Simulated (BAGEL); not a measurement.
**SiH2S2 (SMILES S[Si]S): HF/STO-3G (density fitting with qzvpp-jkfit)**

What is the vertical ionisation energy of SiH2S2 at HF/STO-3G (density fitting with qzvpp-jkfit)? 

The results are computed with BAGEL 1.2.2.

## Step 1: The molecule

The species is SiH2S2 (5 atoms), meant as a singlet with charge 0. SMILES: `S[Si]S`. The shape is that of a PBE0-D4/def2-TZVP optimisation. This is one conformer, not always the lowest.

Bond lengths: S1–Si2 2.140 Å, Si2–S3 2.145 Å, S1–H4 1.344 Å, S3–H5 1.346 Å. Angles: S1–Si2–S3 98.2°, Si2–S1–H4 94.8°, Si2–S3–H5 101.2°.

## Step 2: The energy at HF/STO-3G (density fitting with qzvpp-jkfit)

File calc.json:

```json
{ "bagel": [

{
  "title": "molecule",
  "basis": "sto-3g",
  "df_basis": "qzvpp-jkfit",
  "angstrom": true,
  "geometry": [
    { "atom": "S", "xyz": [      -0.640700,      -1.023800,      -0.541200 ] },
    { "atom": "Si", "xyz": [      -0.655200,       0.968900,       0.237800 ] },
    { "atom": "S", "xyz": [       1.426500,       1.117300,       0.734200 ] },
    { "atom": "H", "xyz": [      -1.954700,      -1.042200,      -0.825100 ] },
    { "atom": "H", "xyz": [       1.874100,      -0.093900,       0.352900 ] }
  ]
},

{ "title": "hf" },

{ "title": "print", "file": "orbitals.molden", "orbitals": true }

]}
```

The run is started by

```
BAGEL_NUM_THREADS=1 BAGEL calc.json > calc.out
```

Log:

```text
* using 1 threads per process

  ===============================================================
  ===============================================================

  *** Geometry ***

  { "atom" : "S", "xyz" : [     -1.210748,     -1.934702,     -1.022720 ] },
  { "atom" : "Si", "xyz" : [     -1.238149,      1.830956,      0.449377 ] },
  { "atom" : "S", "xyz" : [      2.695694,      2.111391,      1.387437 ] },
  { "atom" : "H", "xyz" : [     -3.693848,     -1.969473,     -1.559213 ] },
  { "atom" : "H", "xyz" : [      3.541536,     -0.177445,      0.666884 ] },

  Number of auxiliary basis functions:      420

  Since a DF basis is specified, we compute 2- and 3-index integrals:
    o Being stored without compression. Storage requirement is 0.003 GB

  Number of basis functions:       29
  Number of electrons      :       48

    * METHOD: MOLECULE                             0.10

  *** RHF ***

  === Nuclear Repulsion ===
   175.6983738925

      * DIIS with orbital gradients will be used.

  === RHF iteration (sto-3g) ===
      0      -1073.06054097          0.01147549           0.02
      1      -1073.10963961          0.00375380           0.02
      2      -1073.11494022          0.00060784           0.02
      3      -1073.11525774          0.00022678           0.02
      4      -1073.11531417          0.00004864           0.02
      5      -1073.11531629          0.00001001           0.02
      6      -1073.11531637          0.00000253           0.02
      7      -1073.11531638          0.00000041           0.02
      8      -1073.11531638          0.00000006           0.02
      9      -1073.11531638          0.00000002           0.02
     10      -1073.11531638          0.00000001           0.02
    * SCF iteration converged.

    * Permanent dipole moment:
           (    0.527793,    -0.017284,     0.104362) a.u.

    * METHOD: HF                                   0.25

    * METHOD: PRINT                                0.00

  ===============================================================
```

Wall time 0.52 s (1 thread of Arm Neoverse V2, shared host); peak memory 0.082 GiB.

## Step 3: The doublet cation at the same level

File input.json:

```json
{ "bagel": [

{
  "title": "molecule",
  "basis": "sto-3g",
  "df_basis": "qzvpp-jkfit",
  "angstrom": true,
  "geometry": [
    { "atom": "S", "xyz": [   -0.640700,   -1.023800,   -0.541200 ] },
    { "atom": "Si", "xyz": [   -0.655200,    0.968900,    0.237800 ] },
    { "atom": "S", "xyz": [    1.426500,    1.117300,    0.734200 ] },
    { "atom": "H", "xyz": [   -1.954700,   -1.042200,   -0.825100 ] },
    { "atom": "H", "xyz": [    1.874100,   -0.093900,    0.352900 ] }
  ]
},
{
  "title": "uhf",
  "charge": 1,
  "nopen": 1
},
{
  "title": "print",
  "file": "orbitals.molden",
  "orbitals": true
}

]}
```

The run is started by

```
BAGEL_NUM_THREADS=1 BAGEL input.json > input.out
```

Log:

```text
* using 1 threads per process

  ===============================================================
  ===============================================================

  *** Geometry ***

  { "atom" : "S", "xyz" : [     -1.210748,     -1.934702,     -1.022720 ] },
  { "atom" : "Si", "xyz" : [     -1.238149,      1.830956,      0.449377 ] },
  { "atom" : "S", "xyz" : [      2.695694,      2.111391,      1.387437 ] },
  { "atom" : "H", "xyz" : [     -3.693848,     -1.969473,     -1.559213 ] },
  { "atom" : "H", "xyz" : [      3.541536,     -0.177445,      0.666884 ] },

  Number of auxiliary basis functions:      420

  Since a DF basis is specified, we compute 2- and 3-index integrals:
    o Being stored without compression. Storage requirement is 0.003 GB

  Number of basis functions:       29
  Number of electrons      :       48

    * METHOD: MOLECULE                             0.11

  *** Open-shell HF ***

  === Nuclear Repulsion ===
   175.6983738925

      * DIIS with orbital gradients will be used.

  === UHF iteration (sto-3g) ===
      0      -1072.81771657          0.02790995           0.04
      1      -1072.89201833          0.01482883           0.03
      2      -1072.91063866          0.00672375           0.03
      3      -1072.91534201          0.00118896           0.04
      4      -1072.91595586          0.00027832           0.04
      5      -1072.91601093          0.00013110           0.03
      6      -1072.91603547          0.00009950           0.04
      7      -1072.91605964          0.00006759           0.04
      8      -1072.91607162          0.00002690           0.03
      9      -1072.91607275          0.00001570           0.03
     10      -1072.91607327          0.00001383           0.03
     11      -1072.91607376          0.00001015           0.03
     12      -1072.91607402          0.00000445           0.03
     13      -1072.91607405          0.00000131           0.03
     14      -1072.91607405          0.00000072           0.03
     15      -1072.91607405          0.00000047           0.03
     16      -1072.91607406          0.00000031           0.03
     17      -1072.91607406          0.00000015           0.03
     18      -1072.91607406          0.00000007           0.03
     19      -1072.91607406          0.00000006           0.04
     20      -1072.91607406          0.00000003           0.03
     21      -1072.91607406          0.00000001           0.04
     22      -1072.91607406          0.00000000           0.04
    * SCF iteration converged.

    * S^2 (UHF) is 0.7690

    * Permanent dipole moment:
           (    1.405329,    -0.422016,     0.130252) a.u.

    * METHOD: UHF                                  0.85

    * METHOD: PRINT                                0.00

  ===============================================================
```

Wall time 1.1 s (1 thread of Arm Neoverse V2, shared host); peak memory 0.082 GiB.

## Step 4: Results

Level: HF/STO-3G (density fitting with qzvpp-jkfit).

```
                                          quantity           value
                      singlet SiH2S2: total energy  -1073.11532 Eh
                     singlet SiH2S2: dipole moment          1.37 D
                       singlet SiH2S2: HOMO energy        -6.14 eV
                       singlet SiH2S2: LUMO energy         5.84 eV
                     singlet SiH2S2: HOMO–LUMO gap        11.98 eV
                      doublet cation: total energy  -1072.91607 Eh
                              doublet cation: ⟨S²⟩           0.769
vertical ionisation energy (to the doublet cation)        5.422 eV
```

**Reading.** Removing an electron at fixed nuclei costs 5.42 eV (523 kJ/mol). The negative HOMO energy of the first species, 6.14 eV, lies 0.71 eV above that difference. In a minimal basis such a difference can be off by several eV, whatever the method.
